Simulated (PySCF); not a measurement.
# Telling isomers of C5H9N apart by NMR

[PySCF 2.14.0 with density-fitted response routines: GFN2-xTB structure; NMR shieldings at PBE0/pcSseg-1/GIAO; gas phase; non-relativistic Hamiltonian; averaged over atoms made equivalent by symmetry, fast rotation or ring inversion; single conformer]

References, each an isolated molecule treated in the same way: 1H (σref 31.72), 13C (σref 186.93) against TMS. Where no couplings were computed, multiplicities follow the n + 1 count of equivalent neighbours, and m marks all less simple cases (inequivalent or close neighbours, rings, F or P nearby). Shifts are as computed. Against solution values, carbons near 30 ppm lie about +3 ppm off and those near 130 ppm about +5 ppm. Of 1211 compounds with measured shifts, 218 miss one by over three times the rms of a fit or turn the order of signals round; such compounds aren't used in these exercises. OH and NH positions are gas-phase values without hydrogen bonding to other molecules.

(1) Tabulate the signals of `[H]/N=C\C1CCC1`, `CN1C=CCC1` and their relative energies.

(2) What is the quickest way to tell [H]/N=C\C1CCC1 from CN1C=CCC1?

Results:

(1) 
```tsv
SMILES	carbon types	δC	δH	E rel. (kcal/mol)
[H]/N=C\C1CCC1	2×CH 3×CH2	181.1, 40.5, 23.5, 17.3	10.54 (br s, 1H), 7.99 (d, 1H), 2.87 (m, 1H), 2.14 (m, 1H), 2.12 (m, 2H), 1.98 (m, 2H), 1.84 (m, 1H)	10.6
CN1C=CCC1	2×CH 2×CH2 1×CH3	147.0, 102.6, 55.5, 40.3, 34.6	5.72 (d, 1H), 4.58 (m, 1H), 3.06 (m, 2H), 2.78 (m, 2H), 2.56 (s, 3H)	0.0
```

Energies are electronic energies at PBE0/pcSseg-1 on these geometries, without zero-point or thermal terms, each for the one conformer computed, which needn't be the lowest.

(2) Count the carbon signals: 4 against 5. The first has an sp3 CH in a ring at 40.5 ppm, the second a β carbon of an enol-ether or enamine type C=C (CH) at 102.6 ppm. Their most deshielded carbons lie at 181.1 and 147.0 ppm. In the proton spectra the most deshielded non-exchanging signals are 7.99 (d, 1H) and 5.72 (d, 1H).
